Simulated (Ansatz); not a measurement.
The same path of C2H4N2O (9 atoms, charge 0, multiplicity 1) was run 3 times with different band settings. The coordinate that changes most is the dihedral N3–C4–O5–H9.

Computed with RKS PBE0-D4/6-31G* (Ansatz).

Relaxed end points:

```xyz
9
Properties=species:S:1:pos:R:3
N -1.493 0.258 0.362
C -0.340 -0.545 0.221
N 1.057 -0.125 0.831
C 0.852 -0.101 -0.410
O 1.453 0.222 -1.547
H -1.269 1.247 0.315
H -1.958 0.077 1.247
H -0.562 -1.610 0.290
H 2.349 0.530 -1.326
```

```xyz
9
Properties=species:S:1:pos:R:3
N -1.394 0.304 0.299
C -0.227 -0.502 0.285
N 1.073 -0.089 1.056
C 1.034 -0.044 -0.199
O 1.828 0.326 -1.199
H -1.153 1.289 0.365
H -1.976 0.075 1.099
H -0.460 -1.567 0.306
H 1.362 0.162 -2.031
```

Common settings: spring 5.0 eV/Å²; start path IDPP; force threshold 0.05 eV/Å; iteration limit 60; end points relaxed.

| run | movable images | climbing image | optimiser |
| --- | --- | --- | --- |
| 1 | 5 | yes | quadratic models (default) |
| 2 | 5 | from the first iteration | fire |
| 3 | 4 | no | quadratic models (default) |

Problem. What does each run give, and how far can it be trusted?

Solution. Run 1: converged after 6 iterations, highest image 0.359 eV above the first end. A vibrational analysis at the climbing image gives one clearly imaginary mode, 509i cm⁻¹: a first-order saddle point.
Run 2: converged after 58 iterations, highest image 0.363 eV above the first end. The order of the stationary point at the top wasn't checked.
Run 3: converged after 6 iterations, highest image 0.324 eV above the first end. No image climbed, so the highest image needn't sit at the top of the path.
